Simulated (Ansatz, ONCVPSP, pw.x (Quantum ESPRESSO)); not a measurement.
**pw.x on sc Ru: one setting changed**

Potential: optimised norm-conserving Vanderbilt (ONCV), ONCVPSP 4.0.1.1 (patched build), PBEsol; core [Ar] 3d10, reference 4s2 4p6 4d7 5s0.5 5p0.5; waves: 4s+5s: rc 1.65 bohr, ncon 3, nbas 8, qcut 8.9 1/bohr, 3 projectors, debl 1.8 Ha; 4p+5p: rc 2.10 bohr, ncon 3, nbas 8, qcut 6.1 1/bohr, 2 projectors; 4d: rc 2.15 bohr, ncon 4, nbas 9, qcut 8.9 1/bohr, 3 projectors, debl 1.6 Ha; local part: polynomial inside 1.50 bohr (lpopt 5, dvloc0 0 Ha); core correction: Teter function, fcfact 2.5, rcfact 1.

The reference run (k-mesh 13³, cutoffs 70/280 Ry, Fermi–Dirac 0.01 Ry, mixing_beta 0.4, conv_thr 1e-9, no spin) gives 1.15 GPa at 15.273 Å³/atom, where all-electron LAPW gives 0.32 GPa. This run, with its own iteration cap, changes degauss to 0.02.

```
&control
  calculation='scf', prefix='x', pseudo_dir='./', outdir='./tmp', tstress=.true., disk_io='none'
/
&system
  ibrav=0, nat=1, ntyp=1, ecutwfc=70, ecutrho=280, nbnd=16,
  occupations='smearing', smearing='fd', degauss=0.02
/
&electrons
  conv_thr=1e-09, mixing_beta=0.4, electron_maxstep=50
/
ATOMIC_SPECIES
Ru 1.0 Ru.UPF
CELL_PARAMETERS angstrom
  2.48108390 0.00000000 0.00000000
  0.00000000 2.48108390 0.00000000
  0.00000000 0.00000000 2.48108390
ATOMIC_POSITIONS crystal
Ru 0.0000 0.0000 0.0000
K_POINTS automatic
13 13 13 0 0 0
```

```bash
pw.x < Ru.scf.in > Ru.scf.out
```

Q: How does the run end?

A: It converges in 8 iterations; the free energy moves by -130.0 meV/atom and the pressure by +2.13 GPa. In a metal, with Fermi–Dirac smearing, F lies below its zero-width value by a term in the square of the width.

```
Message from routine setup:
     using ibrav=0 with symmetry is DISCOURAGED, use correct ibrav instead
     lattice parameter (alat)  =       4.6886  a.u.
     unit-cell volume          =     103.0673 (a.u.)^3
     number of electrons       =        16.00
     number of Kohn-Sham states=           16
     kinetic-energy cutoff     =      70.0000  Ry
     charge density cutoff     =     280.0000  Ry
     scf convergence threshold =      1.0E-09
     Exchange-correlation= PBESOL
     number of k points=    84  Fermi-Dirac smearing, width (Ry)=  0.0200
     iteration #  1     ecut=    70.00 Ry     beta= 0.40
     total energy              =    -191.41530742 Ry
     estimated scf accuracy    <       0.13236390 Ry
     iteration #  2     ecut=    70.00 Ry     beta= 0.40
     total energy              =    -191.43707796 Ry
     estimated scf accuracy    <       0.00227022 Ry
     iteration #  3     ecut=    70.00 Ry     beta= 0.40
     total energy              =    -191.43720291 Ry
     estimated scf accuracy    <       0.00060434 Ry
     iteration #  4     ecut=    70.00 Ry     beta= 0.40
     total energy              =    -191.43723020 Ry
     estimated scf accuracy    <       0.00001960 Ry
     iteration #  5     ecut=    70.00 Ry     beta= 0.40
     total energy              =    -191.43723040 Ry
     estimated scf accuracy    <       0.00000283 Ry
     iteration #  6     ecut=    70.00 Ry     beta= 0.40
     total energy              =    -191.43723096 Ry
     estimated scf accuracy    <       0.00000014 Ry
     iteration #  7     ecut=    70.00 Ry     beta= 0.40
     total energy              =    -191.43723095 Ry
     estimated scf accuracy    <       0.00000002 Ry
     iteration #  8     ecut=    70.00 Ry     beta= 0.40
     the Fermi energy is    20.5992 ev
!    total energy              =    -191.43723096 Ry
     estimated scf accuracy    <          3.7E-11 Ry
     smearing contrib. (-TS)   =      -0.02530033 Ry
     The total energy is F=E-TS. E is the sum of the following terms:
     one-electron contribution =     -48.21863659 Ry
     hartree contribution      =      33.81601521 Ry
     xc contribution           =     -22.09036811 Ry
     ewald contribution        =    -154.91894114 Ry
     convergence has been achieved in   8 iterations
          total   stress  (Ry/bohr**3)                   (kbar)     P=       32.71
     Message from routine punch:
     Nothing written, as per user request (disk_io='none')
```

The run took about 11 s on one core of a shared host (Neoverse-V2, 32 threads, 247 GiB, load 29).
